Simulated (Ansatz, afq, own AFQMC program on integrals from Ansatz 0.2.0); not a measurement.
Where AFQMC and coupled cluster stand for GeH, doublet

```csv
atom,x (Å),y (Å),z (Å)
Ge,0.0000,0.0000,0.0000
H,0.0000,0.0000,2.5320
```

Basis cc-pVTZ. Only valence electrons are correlated. Integrals, coupled cluster, full CI and functionals: Ansatz 0.2.0; the random walks run on the same integrals in our own AFQMC program. ph-AFQMC/CISD is guided by a CISD state made of CCSD amplitudes; releasing the constraint for a short imaginary time cuts its bias at the price of noise, slowly where states lie close. Uncertainties: one standard error, sampling alone. No spin–orbit coupling.

Determinant: ROHF, the one that the program's search chose, which needn't be the lowest solution. The geometry is a point of a scan.

Full CI on the same integrals is exact in this basis and with this determinant's frozen core.

Cautions: no relativity below Rb; no spin-orbit coupling; inner d shell frozen; a spin-contaminated unrestricted determinant lies lower (UHF 648 meV lower, ⟨S²⟩ 1.42); strong correlation (T1 0.049, weight of the determinant 0.85, largest double 0.24); the released energies are still falling, so no released level is given (meV from the phaseless value at times in 1/Eh: -2.9 ± 1.8 at 0.24, -7.1 ± 2.3 at 0.51, -13.5 ± 1.8 at 0.99, -17.5 ± 2.4 at 1.62, -24.7 ± 2.3 at 2.40).

* T1 diagnostic: 0.0491
* weight of the determinant in the CISD state: 0.854
* size of the correlated space: 5 electrons in 43 orbitals

| level | correlation energy (eV) |
| --- | --- |
| MP2 | -2.2760 |
| CCSD | -3.0864 |
| CCSD(T) | -3.2171 |

Estimate where full CI lies against CCSD(T) on the same integrals.

0.84 kcal/mol below CCSD(T).

Reference: full CI, correlation energy -3.253 eV.

```csv
level,E − E(reference) (kcal/mol),share of correlation (%)
CCSD(T),0.84,98.88
CCSDT,0.14,99.81
CCSDT(Q),0.02,99.97
CCSDTQ,0.00,100.00
ph-AFQMC/HF,5.70 ± 0.69,92.40
ph-AFQMC/CISD,0.79 ± 0.05,98.95
```

CCSDT and higher add their correlation energy to the determinant of the CCSD(T) run, since their own runs factorise the integrals more tightly (a shift of under 2 meV).
